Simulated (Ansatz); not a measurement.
Species: C$_{3}$H$_{7}$O (charge 0, doublet). It need not be the lowest isomer of its formula. SMILES: COC[CH2]
Structure (B3LYP-D3(BJ)/def2-TZVP (Ansatz, a quantum-chemistry and plane-wave program) minimum search):
```
C
H 1 1.1047
H 1 1.1081 2 105.45
O 1 1.4131 2 110.22 3 118.14
C 4 1.4094 1 112.77 2 -59.07
H 5 1.0887 4 107.35 1 -179.82
H 5 1.0980 6 109.01 4 120.90
H 5 1.0981 6 109.05 7 118.19
C 1 1.4753 2 110.77 3 -119.93
H 9 1.0796 1 119.91 2 -136.11
H 9 1.0802 10 119.77 1 174.62
```
Charge 0, spin multiplicity 2.

Q: Give the harmonic wavenumbers at B3LYP-D3(BJ)/def2-TZVP (Ansatz, finite differences of forces, unscaled).

A: 79, 130, 222, 295, 433, 481, 839, 956, 1057, 1102, 1159, 1177, 1225, 1236, 1401, 1449, 1471, 1486, 1489, 1511, 2861, 2906, 2971, 3011, 3116, 3164, 3273 cm⁻¹. Zero-point energy 57.9 kcal/mol.

Q: From these and the geometry, give the ideal-gas thermochemistry at 298.15 K and 1 atm (rigid rotor, harmonic oscillator).

A: Point group C1, rotational symmetry number 1. Rotational constants 31.26, 4.374, 4.035 GHz. S(trans) 38.15, S(rot) 23.88, S(vib) 12.50, S(elec, spin only) 1.38, S 75.9 cal/(mol K). H(298) - H(0) 4.37 kcal/mol; G - E(el) 39.6 kcal/mol.
